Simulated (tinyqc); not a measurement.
Worked calculation: Hueckel theory of the pi electrons with the omega technique, for the molecule [CH2]C([CH2])=CN=O (SMILES; centres numbered as the heavy atoms are written). One step of it, computed by the program tinyqc.

Problem. Orbitals, round 2. Diagonalise; E = alpha + x beta with beta < 0, so the largest x are filled first; degenerate levels share their electrons. P = sum n_i c_ri c_si; each orbital has its largest coefficient positive (the first on a tie).

matrix after round 1, lower triangle:
```
          1C        2C        3C         4C        5N        6O
1C  0.084562
2C  1.000000  0.000392
3C  0.000000  1.000000  0.084562
4C  0.000000  1.000000  0.000000  -0.022807
5N  0.000000  0.000000  0.000000   1.000000  0.446685
6O  0.000000  0.000000  0.000000   0.000000  1.060000  0.966606
```

pi electrons, sum of z_r less the charge = 6

Give: x values; occupations; coefficients; charge and bond-order matrix P.

Solution.

x values: 2.1501  1.6101  0.3735  0.0846  -0.8285  -1.8297

occupations: 2.0000  2.0000  2.0000  0.0000  0.0000  0.0000

coefficients:
```
       MO1      MO2      MO3      MO4      MO5      MO6
1C  0.1793   0.3834  -0.3133   0.7071   0.3275  -0.3398
2C  0.3704   0.5848  -0.0905   0.0000  -0.2990   0.6505
3C  0.1793   0.3834  -0.3133  -0.7071   0.3275  -0.3398
4C  0.4376   0.1746   0.5927   0.0000  -0.4071  -0.5108
5N  0.5804  -0.2997   0.3254   0.0000   0.6271   0.2725
6O  0.5198  -0.4937  -0.5816   0.0000  -0.3703  -0.1033
```

charge and bond-order matrix P, lower triangle:
```
         1C       2C       3C       4C      5N      6O
1C   0.5545
2C   0.6380   0.9748
3C   0.5545   0.6380   0.5545
4C  -0.0805   0.4211  -0.0805   1.1466
5N  -0.2255   0.0205  -0.2255   0.7890  1.0651
6O   0.1723  -0.0871   0.1723  -0.4070  0.5207  1.7045
```
